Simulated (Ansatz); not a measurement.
Relaxation of ClH₇Si₂ (10 atoms, charge 0, multiplicity 1), to a largest force component of 0.03 eV/Å in at most 50 steps.

Computed with Ansatz 0.2.0, RHF/def2-SVP.

```xyz
10
Properties=species:S:1:pos:R:3
Si -0.427 0.186 -0.407
Si -0.191 -0.219 3.001
H -0.564 -0.803 4.312
H 0.992 -0.941 2.478
H 0.146 1.212 3.176
H 0.390 1.024 0.480
H -0.146 0.542 -1.809
H -0.176 -1.248 -0.193
Cl -2.469 0.584 -0.053
H -1.316 -0.336 2.068
```

Question: Where does it end, and by what steps?

Answer: It converged. The force dipped under the threshold on the way, but the program's further checks kept it going. After 21 steps the energy has fallen by 0.319 eV; H5 moved furthest, 1.09 Å.

```json
{"step": "0", "energy less start (eV)": "0.0000", "largest force component (eV/Å)": "0.677", "accepted": "yes"}
{"step": "1", "energy less start (eV)": "-0.1944", "largest force component (eV/Å)": "0.183", "accepted": "yes"}
{"step": "2", "energy less start (eV)": "-0.2462", "largest force component (eV/Å)": "0.160", "accepted": "yes"}
{"step": "3", "energy less start (eV)": "-0.3044", "largest force component (eV/Å)": "0.101", "accepted": "yes"}
{"step": "4", "energy less start (eV)": "-0.3083", "largest force component (eV/Å)": "0.262", "accepted": "yes"}
{"step": "5", "energy less start (eV)": "-0.3114", "largest force component (eV/Å)": "0.132", "accepted": "yes"}
{"step": "6", "energy less start (eV)": "-0.3135", "largest force component (eV/Å)": "0.023", "accepted": "yes"}
{"step": "7", "energy less start (eV)": "-0.3144", "largest force component (eV/Å)": "0.032", "accepted": "yes"}
{"step": "8", "energy less start (eV)": "-0.3151", "largest force component (eV/Å)": "0.047", "accepted": "yes"}
{"step": "9", "energy less start (eV)": "-0.3155", "largest force component (eV/Å)": "0.062", "accepted": "yes"}
{"step": "10", "energy less start (eV)": "-0.3159", "largest force component (eV/Å)": "0.066", "accepted": "yes"}
{"step": "11", "energy less start (eV)": "-0.3162", "largest force component (eV/Å)": "0.055", "accepted": "yes"}
{"step": "12", "energy less start (eV)": "-0.3167", "largest force component (eV/Å)": "0.048", "accepted": "yes"}
{"step": "13", "energy less start (eV)": "-0.3168", "largest force component (eV/Å)": "0.069", "accepted": "yes"}
{"step": "14", "energy less start (eV)": "-0.3172", "largest force component (eV/Å)": "0.067", "accepted": "yes"}
{"step": "15", "energy less start (eV)": "-0.3175", "largest force component (eV/Å)": "0.041", "accepted": "yes"}
{"step": "16", "energy less start (eV)": "-0.3178", "largest force component (eV/Å)": "0.013", "accepted": "yes"}
{"step": "17", "energy less start (eV)": "-0.3181", "largest force component (eV/Å)": "0.013", "accepted": "yes"}
{"step": "18", "energy less start (eV)": "-0.3140", "largest force component (eV/Å)": "0.225", "accepted": "no"}
{"step": "19", "energy less start (eV)": "-0.3184", "largest force component (eV/Å)": "0.031", "accepted": "yes"}
{"step": "20", "energy less start (eV)": "-0.3185", "largest force component (eV/Å)": "0.050", "accepted": "yes"}
{"step": "21", "energy less start (eV)": "-0.3188", "largest force component (eV/Å)": "0.026", "accepted": "yes"}
```

```xyz
10
Properties=species:S:1:pos:R:3
Si -0.548 0.252 -1.184
Si -0.079 -0.270 3.760
H -0.779 -1.002 4.843
H 1.129 -1.027 3.352
H 0.323 1.071 4.247
H 0.309 1.107 -0.342
H -0.413 0.635 -2.601
H -0.194 -1.167 -1.003
Cl -2.523 0.523 -0.613
H -0.984 -0.123 2.595
```

The run took 32 s on 1 thread of Arm Neoverse V1 (shared host), peak memory 0.16 GiB.
